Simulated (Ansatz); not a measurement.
This script makes the interaction energy of a dimer with the counterpoise correction of H₄NP, SMILES NP with the Python package of Ansatz (0.2.0).

Script `dimer_h4np.py`:
```python
import ansatz

FIRST = [
    ("N", (0.293, -0.8078, 0.1003)),
    ("P", (-0.5822, 0.7117, -0.0985)),
    ("H", (0.0225, -1.3942, -0.7032)),
    ("H", (0.01, -1.2481, 0.9218)),
    ("H", (0.2061, 1.2698, -1.1554)),
    ("H", (0.0506, 1.4688, 0.935)),
]
SECOND = [
    ("N", (-4.3569, -0.9059, 1.1056)),
    ("P", (-3.1012, -1.9727, 0.4737)),
    ("H", (-5.2532, -1.3342, 0.83)),
    ("H", (-4.2857, -0.0279, 0.69)),
    ("H", (-3.2309, -3.0345, 1.4254)),
    ("H", (-1.9667, -1.3806, 1.1094)),
]

def energy(atoms, ghosts=()):
    molecule = ansatz.Crystal.molecule()
    for symbol, xyz in atoms:
        molecule = molecule.atom(symbol, xyz)
    calc = (
        molecule.calculation()
        .basis(gaussian="def2-SVPD")
        .correlation("mp2")
        .accuracy("medium")
        .scf(lower_state_search="standard")
    )
    deck = calc.input()
    if ghosts:
        deck = deck.set(ansatz.key.basis.gaussian.ghost_atoms, [{"symbol": s, "position_ang": list(xyz)} for s, xyz in ghosts])
    return ansatz.Session.from_dict(deck).plan().execute().report["free_energy_ev"]


def main() -> None:
    both = energy(FIRST + SECOND)
    alone = energy(FIRST) + energy(SECOND)
    ghosted = energy(FIRST, SECOND) + energy(SECOND, FIRST)
    print(f"dimer {both:.6f} eV")
    print(f"interaction, uncorrected   {96.485332 * (both - alone):8.3f} kJ/mol")
    print(f"interaction, counterpoise  {96.485332 * (both - ghosted):8.3f} kJ/mol")
    print(f"basis-set superposition    {96.485332 * (alone - ghosted):8.3f} kJ/mol")


if __name__ == "__main__":
    main()
```

How large is the interaction at this pose, and how much of it is basis-set superposition?

Uncorrected it is -9.522 kJ/mol, with the counterpoise correction 0.365 kJ/mol; the difference, 9.89 kJ/mol, is the superposition error. The sign changes with the correction, so this basis doesn't settle it.

What the script printed:

```console
$ python dimer_h4np.py
dimer -21642.577308 eV
interaction, uncorrected     -9.522 kJ/mol
interaction, counterpoise     0.365 kJ/mol
basis-set superposition       9.886 kJ/mol
```

Reading the output:
- The settings weren't tested for convergence.
- The dimer is a generated trial pose of unrelaxed monomers, not a minimum, so the figure is no binding energy, and the basis set is small.
- The whole script took 15 s on 1 thread of Intel(R) Xeon(R) Platinum 8375C CPU @ 2.90GHz (Ice Lake) (shared host), peak memory 0.39 GiB.

(Lines on the test bed's own set-up are left out of the output.)
